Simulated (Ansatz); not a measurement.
# What a trial cell of NbCu2 relaxes into

Level of theory: Ansatz, DFT PBE, scalar-relativistic, plane waves, PAW.

NbCu2 was placed on the cubic Laves (C15) structure type (Fd-3m, No. 227), with Nb in place of Mg, at a guessed volume.

The final relaxation ran on this input, with the default PAW datasets:

```yaml
crystal:
  lattice:
    - [0.0, 3.469999616, 3.469999616]
    - [3.469999616, 0.0, 3.469999616]
    - [3.469999616, 3.469999616, 0.0]
  atoms:
    - { symbol: Nb, position: [0.0, 0.0, 0.0] }
    - { symbol: Nb, position: [0.25, 0.25, 0.25] }
    - { symbol: Cu, position: [0.625, 0.625, 0.625] }
    - { symbol: Cu, position: [0.125, 0.625, 0.625] }
    - { symbol: Cu, position: [0.625, 0.625, 0.125] }
    - { symbol: Cu, position: [0.625, 0.125, 0.625] }
basis:
  ecutwfc: 420
kpoints:
  mp_grid: { grid: [10, 10, 10] }
hamiltonian:
  xc: pbe
scf:
  occupations: { method: gaussian, width: 0.1 }
output:
  forces: true
  stress: true
  eigenvalues: true
  write_density: true
  write_potential: true
  elf: true
  volumetric_format: npy
relax:
  adjacent_minimum: "off"
  f_tol: 0.01
  max_steps: 80
  cell: { stress_tol: 0.05 }
```

Launched as:

```bash
ansatz run input.yaml --threads 1 --pin off --max-ram 2560MiB --backend cpu --events-out ev --progress --plain --runs-dir out
```

The run took 56 s on 1 thread of Intel(R) Xeon(R) Platinum 8259CL CPU @ 2.50GHz (Skylake/Cascade Lake) (shared host), peak memory 0.57 GiB.

End of the output:

```
SCF converged after 6 iterations
Free energy (F): -35604.617209 eV
Harris-Foulkes:  -35604.617209 eV  (|F-HF|=0.00e0)
Internal energy: -35604.563785 eV  (E = F + TS)
E sigma→0 (E₀):  -35604.590497 eV
Entropy (-TS):   -0.053424 eV (-8.904 meV/atom)
Fermi energy:    17.280665 eV
--- Per-component energies (eV) ---
  E_band       = -1569.507563
  E_kinetic    = 1983.936697
  E_local      = -19694.296813  (includes V_loc(G=0)·N_el)
  E_nonlocal   = 1778.334832
  E_hartree    = 8620.157899
  E_xc         = -710.857931
  E_vxc        = -890.280269  (∫ρ·V_xc dr)
  E_paw        = -12779.340646  (= ΣΔE_a)
  E_vpaw       = -1987.519047  (= ΣTr[D̂ρ^β])
  E_aug_tail   = 0.001199  (compensation charges beyond the density's cutoff)
  E_ewald      = -14802.499022
  E_smearing   = -0.053424  (= −TS)
  E_closure    =  0.000000  (closes the sum)
  Σ components = -35604.617209   (vs F -35604.617209, Δ=0.00e0)
--- Forces (eV/Å), atoms counted from 1 ---
  atom   1  Nb     0.00000000     0.00000000     0.00000000
  atom   2  Nb     0.00000000     0.00000000     0.00000000
  atom   3  Cu     0.00000000     0.00000000     0.00000000
  atom   4  Cu     0.00000000     0.00000000     0.00000000
  atom   5  Cu     0.00000000     0.00000000     0.00000000
  atom   6  Cu     0.00000000     0.00000000     0.00000000
  max |Σ_I F_I| component: 7.08e-28 eV/Å
--- Stress (GPa, compression-positive) ---
        0.002956       0.000000       0.000000
        0.000000       0.002956       0.000000
        0.000000       0.000000       0.002956
  P = ⅓ Tr σ = 0.0030 GPa (0.030 kbar)
--- Relaxed structure (2 steps of the walk, 2 accepted, 1 SCFs on fresh bases) ---
  F+E_penalty+E_count = -35604.61720890 eV   max|allowed force component| = 2.429e-17 eV/Å   (the final SCF, on the basis selected at the relaxed cell)
  cell:  # Å, volume = 83.4219 Å³
    - [0.000000, 3.468033, 3.468033]
    - [3.468033, 0.000000, 3.468033]
    - [3.468033, 3.468033, 0.000000]
  atoms:
    - { symbol: Nb, position: [0.000000, 0.000000, 0.000000] }
    - { symbol: Nb, position: [0.25, 0.25, 0.25] }
    - { symbol: Cu, position: [0.625000, 0.625000, 0.625000] }
    - { symbol: Cu, position: [0.125000, 0.625000, 0.625] }
    - { symbol: Cu, position: [0.625000, 0.625000, 0.125000] }
    - { symbol: Cu, position: [0.625000, 0.125000, 0.625] }
```

Total energies depend on the potentials used, so only differences within one code and one set of settings carry meaning.

The result has space group Fd-3m (No. 227). Around Nb lie 12 Cu at 2.88 Å and 4 Nb at 3.00 Å; around Cu lie 6 Cu at 2.45 Å and 6 Nb at 2.88 Å.

Against the elements it lies at 0.11 eV/atom. The zero of energy is the elements' standard structures at the same level; no fitted shifts are applied.

For metals, differences of a few meV/atom aren't resolved.

A structure relaxed within its symmetry needn't be a true minimum.